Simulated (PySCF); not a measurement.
CH, SMILES [CH] (connectivity only; charge and spin as stated), charge +1, multiplicity 1.

The structure is a stationary point at B3LYP-D3(BJ)/def2-TZVPD.

Method: CAM-B3LYP/def2-TZVPD run with PySCF.

The molecule is in vacuum.

Task: Estimate the frontier levels, gap, dipole moment and polarisability. (An estimate is asked for; the answer gives what the named calculation found.)

Result: 
```yaml
highest_occupied_level: -21.40 eV
lowest_empty_level: -13.11 eV
orbital_gap: 8.28 eV
dipole_moment_about_the_centre_of_nuclear_charge: 1.48 D
mean_static_polarisability: 7.8 bohr³ (1.16 Å³)
polarisability_principal_values: 7.5, 7.5, 8.5 bohr³
```
